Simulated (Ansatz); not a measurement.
Species: SO, charge 0, triplet. SO (SMILES O=S, triplet).
B3LYP-D3(BJ)/def2-TZVP minimum from Ansatz (a program for electronic structure):
```
O
S 1 1.4899
```
Charge 0, spin multiplicity 3.

Property: atomisation energy (electronic, to ground-state atoms), in kJ/mol. Open shells are spin-unrestricted; no spin-orbit coupling. CBS(X,Y): correlation extrapolated as X^-3, Hartree-Fock from the larger set (Q,5: extrapolated as (X+1)exp(-9√X)). A bracket is a step between two methods taken in the basis named. Functionals run without relativity, which enters their misses. Double hybrids freeze cores in their MP2 part. 'core' is core correlation in cc-pwCVTZ (1s frozen past Ne), 'X2C' scalar relativity in cc-pVTZ-DK, both at CCSD(T). The UHF reference of OS (O=S, triplet) is spin-contaminated (<S^2> up to 0.06 over the pure value in the sets run).

CCSD(T)/CBS(cc-pV(Q+d)Z,cc-pV(5+d)Z) + [CCSDT(Q) - CCSD(T)]/cc-pV(Q+d)Z + [CCSDTQ - CCSDT(Q)]/cc-pV(D+d)Z + core + X2C (Ansatz) gives 528.0 kJ/mol.

### Question
What does PBE/def2-TZVPD (Ansatz) give here, and how do the other levels compare?

### Answer
PBE gives 588.7 kJ/mol, 60.7 kJ/mol above it. Differences of the others: r2SCAN/def2-TZVPD (Ansatz) 25.9; PBE0/def2-TZVPD (Ansatz) 1.5; B2PLYP/def2-TZVPD (Ansatz) -0.8; CCSD(T)/CBS(cc-pV(Q+d)Z,cc-pV(5+d)Z) + core + X2C (Ansatz) -2.0 kJ/mol. Nearer than PBE: r2SCAN/def2-TZVPD, PBE0/def2-TZVPD, B2PLYP/def2-TZVPD, CCSD(T)/CBS(cc-pV(Q+d)Z,cc-pV(5+d)Z) + core + X2C.
